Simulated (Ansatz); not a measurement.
# Te3As2 (C2/m, No. 12)

Calculation: G0W0@PBEsol (hard PAW, contour deformation, complete-basis limit; Ansatz, an electronic-structure program).

Run with largest k mesh 6×6×2 (not extrapolated in the mesh).

Cell (measured lattice):

```yaml
crystal:
  lattice:
    - [7.16850, -2.00750, 0.00000]
    - [7.16850, 2.00750, 0.00000]
    - [-0.87202, 0.00000, 9.84847]
  atoms:
    - { symbol: As, position: [0.61290, 0.61290, 0.44040] }
    - { symbol: As, position: [0.38710, 0.38710, 0.55960] }
    - { symbol: As, position: [0.20100, 0.20100, 0.14080] }
    - { symbol: As, position: [0.79900, 0.79900, 0.85920] }
    - { symbol: Te, position: [0.02890, 0.02890, 0.28840] }
    - { symbol: Te, position: [0.97110, 0.97110, 0.71160] }
    - { symbol: Te, position: [0.77800, 0.77800, 0.34060] }
    - { symbol: Te, position: [0.22200, 0.22200, 0.65940] }
    - { symbol: Te, position: [0.37470, 0.37470, 0.03630] }
    - { symbol: Te, position: [0.62530, 0.62530, 0.96370] }
```

| Property | Value |
|---|---|
| band gap | 0.58 eV |

Measured, for comparison: band gap 0.4 eV (4 K, zero-point motion not removed, scanning tunnelling spectroscopy; as tabulated in Electronic band gap of van der Waals α-As2Te3 crystals, HAL hal-03321708).

Note: the correction to the complete basis was taken at k points off the band edges; cell and atoms aren't relaxed at this level; the gap holds a correction of +0.06 eV to the complete basis, taken at k points off the band edges.

Spin–orbit coupling is not included; with these elements it can move the gap by several tenths of an eV or more.
